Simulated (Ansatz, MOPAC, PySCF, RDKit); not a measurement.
Noncovalent pair: CH4 (SMILES C) (first 5 atoms) with CH4 (SMILES C); geometry from A24 set.
(charge 0, multiplicity 1):
```
atom    x (Å)    y (Å)    z (Å)
----  -------  -------  -------
C      0.0000   0.0000   1.8190
H      0.5127   0.8881   1.4548
H      0.5127  -0.8881   1.4548
H     -1.0255   0.0000   1.4548
H      0.0000   0.0000   2.9072
C      0.0000   0.0000  -1.8190
H      0.0000   0.0000  -2.9072
H     -0.5127   0.8881  -1.4548
H     -0.5127  -0.8881  -1.4548
H      1.0255   0.0000  -1.4548
```

Counterpoise-corrected where a basis set is named; no monomer relaxation. RDKit's UFF carries no charges.

The state that AM1 reach isn't checked.

Codes used: Ansatz (Gaussian basis) for Hartree–Fock, density functionals and correlated methods; MOPAC for AM1 (differences of heats of formation); PySCF for the dispersion terms; RDKit for the force fields. Each number belongs to the level named beside it.

Problem. One of these levels gives -3.6 kJ/mol for the interaction energy. Name it.
A) UFF
B) CAM-B3LYP-D4/def2-TZVPPD
C) AM1

Solution. A, UFF. The others give 0.9 (AM1), -2.0 (CAM-B3LYP-D4/def2-TZVPPD)

Ansatz is a first-principles code.
